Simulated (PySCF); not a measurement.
**SF under electron impact: the energy ladder**

PBE in PySCF with def2-TZVPPD on every atom, for the lowest determinant that a PBE0 search found; no spin–orbit coupling.

| species | state (unpaired electrons) | Re (Å) | ωe (cm⁻¹) | energy of the minimum from the neutral (eV) | De (eV) | dissociates to |
| --- | --- | --- | --- | --- | --- | --- |
| SF | doublet (π ↑) | 1.623 | 803 | 0.00 | 4.11 | S + F |
| SF⁺ | triplet (π ↑↑) | 1.531 | 974 | 10.03 | 4.52 | S⁺ + F |
| SF⁻ | singlet (closed shell) | 1.742 | 613 | -2.22 | 2.67 | S + F⁻ |

Work out the lowest energy to break SF into atoms, from its vibrational ground state.

D0 = De − ωe/2 = 4.11 − 0.05 = 4.06 eV (PBE/def2-TZVPPD).

Work out the ionisation energy of the S atom at this level and the threshold of dissociative ionisation.

IE(S) = 10.03 + 4.52 − 4.11 = 10.44 eV, so S⁺ + F + e⁻ appears at D0 + IE(S) = 14.50 eV (PBE/def2-TZVPPD). The measured IE(S) is 10.36 eV (NIST ASD).

Work out the electron affinity of the F atom and the threshold of dissociative attachment.

EA(F) = 4.11 − 2.67 − (-2.22) = 3.66 eV, so S + F⁻ needs D0 − EA(F) = 0.40 eV (PBE/def2-TZVPPD). The measured EA(F) is 3.401 eV.

At which energy does ion-pair formation open?

S⁺ + F⁻ lies at D0 + IE(S) − EA(F) = 10.84 eV (PBE/def2-TZVPPD).

These are thermodynamic thresholds; the onsets seen under electron impact lie higher where the geometry changes, and cross-sections peak well above them.

For an ion De counts to the pair picked by the measured ionisation energies or electron affinities, which need not be the lowest pair at this level. The highest Kohn–Sham level is positive in this anion. Much of that is self-interaction error, but it also means that the finite basis helps to hold the extra electron. States were picked by a PBE0 search and need not be the measured ground states.
